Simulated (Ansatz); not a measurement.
A made-up structure of AlNH$_{3}$, doublet:

```
5
angstrom
N 0.3701 -0.7031 0.8617
Al -0.2564 0.3877 -0.3717
H 0.7154 -0.7767 -0.2717
H -1.4416 -0.1428 -1.2744
H 0.3059 1.8659 -0.3853
```

It is relaxed with PBE-D4/def2-SVP and then PBE0-D4/def2-TZVP (Ansatz 0.2.0). Atoms count as bonded within 1.22 times the sum of their covalent radii (H–H: 0.88 Å). The end point is not checked to be a true minimum.

(1) Does its bonding change? (A judgement: the text doesn't fix the answer.)

## Answers

(1) The calculation gives: Yes. Formed: none; broken: Al2–H3.

Where it ends: The first stage lowers the energy by 1.81 eV in 13 steps. It ends as AlNH₃ ([NH][AlH2]):
```tsv
atom	x (Å)	y (Å)	z (Å)
N1	0.5918	-0.6891	0.1514
Al2	-0.4131	0.5655	-0.5253
H3	1.1702	-1.4119	0.5421
H4	-1.7473	0.1114	-1.2409
H5	0.0916	2.0551	-0.3687
```

Labels in which every atom is bracketed show which atoms are joined, not bond orders.

For scale, one of the runs: PBE0-D4/def2-TZVP relaxation, 86 basis functions, launched by `ansatz run in.yaml --threads 2 --pin off --events-out ev --progress --plain --max-ram 4352MiB`. Hardware: 2 CPU threads of an Arm Neoverse V1, shared host. Wall time about 10 s.
